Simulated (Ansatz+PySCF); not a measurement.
# singlet C₂H₄: levels of theory in one basis

```tsv
atom	x (Å)	y (Å)	z (Å)
C	0.0000	0.0000	-0.6653
C	0.0000	0.0000	1.3306
H	0.0000	-0.9311	-1.2403
H	0.0000	0.9311	-1.2403
H	0.0000	-0.9311	1.9056
H	0.0000	0.9311	1.9056
```

Basis set: cc-pVDZ (spherical functions). Left uncorrelated: 2 orbitals. Charge 0, multiplicity 1.

Computed with Ansatz (development build ahead of 0.2.0); each method stands on the lowest determinant of its kind that the runs found. NEVPT2 correlates all electrons. Active spaces start from the frontier orbitals, and the lowest solution found is given.

```tsv
method	E − E(RHF) (eV)	<S²> of the determinant
RHF	0.00	0.00
UHF	-2.34	1.13
RHF-MP2	-9.12	–
UHF-MP2	-8.51	1.13
RHF-CCSD	-9.77	–
UHF-CCSD	-9.91	1.13
RHF-CCSD(T)	-10.43	–
UHF-CCSD(T)	-10.19	1.13
RHF-CCSDT(Q)	-10.50	–
UHF-CCSDT(Q)	-10.48	1.13
CASSCF(4,4)	-3.52	–
CASSCF(2,2)	-2.17	–
SC-NEVPT2(2,2)	-9.26	–
```

What does SC-NEVPT2(4,4) give on the same scale?

-9.40 eV. NEVPT2 here correlates all electrons, so it doesn't share the others' frozen core.

Is a single determinant a sound starting point here?

It is doubtful. Unrestricted orbitals lower Hartree–Fock by 2.34 eV and <S²> is 1.13 where a pure state has 0.00, a sign of strong static correlation. The CASSCF(4,4) natural occupations are 1.90, 1.63, 0.37, 0.10. The CASSCF(2,2) natural occupations are 1.55, 0.45.

Caution for RHF, RHF-MP2, RHF-CCSD, RHF-CCSD(T), RHF-CCSDT(Q): an unrestricted determinant lies well below. Caution for UHF, UHF-MP2, UHF-CCSD, UHF-CCSD(T), UHF-CCSDT(Q): the unrestricted determinant is a mixture of spin states; the determinant breaks the point group. Caution for RHF-MP2, RHF-CCSD, RHF-CCSD(T), RHF-CCSDT(Q): large amplitudes, a single reference is doubtful. Caution for UHF-MP2, UHF-CCSD, UHF-CCSD(T), UHF-CCSDT(Q): bonds are stretched, where a single reference can fail. Caution for UHF-MP2, UHF-CCSD(T): another reference gives a lower total. Caution for RHF-CCSD, RHF-CCSD(T), RHF-CCSDT(Q): the amplitudes may be one of several solutions. Caution for UHF-CCSD, UHF-CCSD(T): the program doubts this total.
